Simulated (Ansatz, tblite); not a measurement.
# The cluster InTe₃: rung by rung

How do method and basis change the picture of the cluster InTe₃ (doublet)?

Computed with Ansatz 0.2.0, Gaussian basis. Level: as each input shows.

Plan: GFN1-xTB, GFN2-xTB, PBE-D4/def2-TZVP, r2SCAN-D4/def2-TZVP, B3LYP-D4/def2-TZVP, B97M-V/def2-TZVP, PBE-D4/def2-SVP, PBE0-D4/def2-SVP, PBE0-D4/def2-TZVPD, PBE-D4/def2-TZVPD, r2SCAN-D4/def2-TZVPD, CCSD(T)/def2-SVP, MP2/def2-TZVP, RPA/def2-TZVP.

5 further runs of the same task are left out: 1 that didn't finish, 4 set aside as unsound or not needed. Runs told in other sessions of the task aren't counted.

## Step 1: The geometry

The doublet was relaxed beforehand with PBE-D4/def2-SVP. At that level it is the lowest of the isomers that a small search found.

4 atoms, charge 0, spin multiplicity 2.

Bond lengths: In1–Te2 3.088 Å, In1–Te3 3.088 Å, Te2–Te4 2.728 Å, Te3–Te4 2.728 Å. Angles: Te2–In1–Te3 88.0°, In1–Te2–Te4 74.5°, In1–Te3–Te4 74.5°, Te2–Te4–Te3 103.7°.

Geometry (Å):

```
In   -1.3281   -1.4237    0.2047
Te    1.2338   -0.5855    1.7121
Te   -1.2548    1.3142   -1.2225
Te    1.3492    0.6950   -0.6942
```

In, Te take a core potential in the def2 sets. No spin-orbit coupling is included.

PBE0-D4/def2-TZVP was run before; its log isn't repeated, and its numbers join the tables.

## Step 2: GFN1-xTB

Tight binding, by tblite at 300 K electronic temperature and without a spin-polarisation term:

```python
tblite.interface.Calculator('GFN1-xTB', numbers, positions, charge=0, uhf=1).singlepoint()
```

Energy -353.1849 eV; 0.004 s.

## Step 3: GFN2-xTB

Tight binding, by tblite at 300 K electronic temperature and without a spin-polarisation term:

```python
tblite.interface.Calculator('GFN2-xTB', numbers, positions, charge=0, uhf=1).singlepoint()
```

Energy -288.1962 eV; 0.008 s.

## Step 4: PBE-D4/def2-TZVP

start.molden holds the orbitals of an earlier run on this state, given as this run's starting guess.

in.yaml reads:

```yaml
crystal:
  periodic: [false, false, false]
  atoms:
    - {symbol: In, position_ang: [-1.328136, -1.423651, 0.204651]}
    - {symbol: Te, position_ang: [1.233779, -0.585547, 1.712081]}
    - {symbol: Te, position_ang: [-1.254808, 1.314211, -1.222524]}
    - {symbol: Te, position_ang: [1.349165, 0.694976, -0.694198]}
basis:
  gaussian: {orbitals: def2-TZVP, initial_orbitals: start.molden}
magnetization: {spin_polarized: true, initial_magnetization: 1}
hamiltonian: {xc: pbe, dispersion: d4}
scf: {omitted_lower_state_checks: [starts]}
output: {orbitals: {seedname: orbitals}}
```

Command:

```console
> ansatz run in.yaml --threads 4 --pin off --events-out ev --progress --plain --max-ram 4787MiB
```

The runs that follow: r2SCAN-D4/def2-TZVP; B3LYP-D4/def2-TZVP; B97M-V/def2-TZVP; PBE-D4/def2-SVP; PBE0-D4/def2-SVP; PBE0-D4/def2-TZVPD; PBE-D4/def2-TZVPD; r2SCAN-D4/def2-TZVPD; CCSD(T)/def2-SVP; MP2/def2-TZVP; RPA/def2-TZVP.

**Question.** What will the summary of the whole plan be? Wanted: gap in def2-TZVP, named functionals, smallest and largest; correlation energy, CCSD(T)/def2-SVP; correlation energy, MP2/def2-TZVP; binding an atom, CCSD(T)/def2-SVP; ⟨S²⟩ in def2-TZVP, named functionals, smallest and largest; PBE0 total energy, smallest basis above largest.

The runs gave:

| quantity | value |
| --- | --- |
| gap in def2-TZVP, named functionals, smallest and largest | 0.46 eV (PBE-D4), 1.84 eV (PBE0-D4) |
| correlation energy, CCSD(T)/def2-SVP | -12.68 eV |
| correlation energy, MP2/def2-TZVP | -44.99 eV |
| binding an atom, CCSD(T)/def2-SVP | 1.553 eV |
| ⟨S²⟩ in def2-TZVP, named functionals, smallest and largest | 0.752, 0.757 |
| PBE0 total energy, smallest basis above largest | 1.01 eV (def2-SVP, def2-TZVPD) |

In words: Over the named functionals in def2-TZVP the gap runs from 0.46 eV (PBE-D4) to 1.84 eV (PBE0-D4); exact exchange widens it. The functionals in def2-TZVP miss CCSD(T)/def2-SVP by +0.378 (B97M-V) to +0.599 eV (PBE-D4) an atom. The yardstick is in a double-zeta basis, so levels in larger sets aren't compared like for like. The reference is CCSD(T) in one finite basis, so it carries an error of its own, often a tenth of an eV or more, and near misses can't be ranked. Over the named functionals in def2-TZVP spin contamination reaches 0.01 (PBE0-D4), which is small.
